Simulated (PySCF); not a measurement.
Two structures of SiH$_{5}$OF, closed shell, reached by relaxing down either side of one saddle point (PBE0-D4/def2-TZVP). Energies are electronic, without zero-point energy. PySCF 2.14 with density fitting (its default auxiliary sets; JK sets also for MP2 and CCSD(T)); basis: def2-TZVPP and def2-QZVPP; cores frozen in the correlated methods. Extrapolation: Hartree–Fock as exp(−7.88 √X), correlation as X^−2.97. First:

Si1  (-0.339, 0.574, 0.483)
F2  (0.074, -0.970, 0.505)
H3  (-0.523, 0.980, -0.921)
H4  (-1.570, 0.675, 1.301)
O5  (0.859, 1.504, 1.079)
H6  (0.413, -2.031, -1.926)
H7  (0.421, -2.102, -2.669)
H8  (1.041, 1.485, 2.019)
(Å)

Second:

```json
{"atom": "Si1", "x (Å)": "-0.4682", "y (Å)": "0.6323", "z (Å)": "-0.5835"}
{"atom": "F2", "x (Å)": "0.8286", "y (Å)": "-1.7394", "z (Å)": "1.2142"}
{"atom": "H3", "x (Å)": "-0.3460", "y (Å)": "1.6301", "z (Å)": "-1.6683"}
{"atom": "H4", "x (Å)": "-1.8931", "y (Å)": "0.4439", "z (Å)": "-0.2069"}
{"atom": "O5", "x (Å)": "0.4678", "y (Å)": "1.1386", "z (Å)": "0.6617"}
{"atom": "H6", "x (Å)": "0.6733", "y (Å)": "-1.7086", "z (Å)": "0.2997"}
{"atom": "H7", "x (Å)": "0.0171", "y (Å)": "-0.6940", "z (Å)": "-1.1032"}
{"atom": "H8", "x (Å)": "0.6670", "y (Å)": "0.4856", "z (Å)": "1.3385"}
```

Q: Which bonds change from the first to the second?

A: SiH₃OF ([OH][SiH2][F]) + H₂ → SiH₄O ([OH][SiH3]) + HF; bonds formed: Si1–H7, F2–H6; bonds broken: Si1–F2, H6–H7.

Q: Give the saddle point's structure and its height above each. (To be estimated.)

A: The calculation gives: 60.45 kcal/mol above the first and 30.79 kcal/mol above the second (CCSD(T) at an estimated basis limit (MP2 extrapolated from triple and quadruple zeta, plus CCSD(T) − MP2 in triple zeta)).
```
8
angstrom
Si -0.3116 0.3412 -0.1932
F 0.1824 -1.2921 0.8230
H -0.3870 1.1794 -1.4185
H -1.6891 0.1530 0.2993
O 0.8051 1.1741 0.6556
H 0.2021 -1.3680 -0.3853
H 0.0887 -0.9353 -1.2406
H 1.1092 0.7476 1.4599
```

T1 diagnostic: at most 0.013.

Labels in which every atom is bracketed show which atoms are joined, not bond orders.

For scale, one of the runs: CCSD(T)/def2-TZVPP, 174 basis functions, launched by `OMP_NUM_THREADS=4 python run.py`. The run took 70 s on 4 CPU threads of an Intel Xeon 6975P-C (shared host), with 1.6 GiB of host memory at its peak.
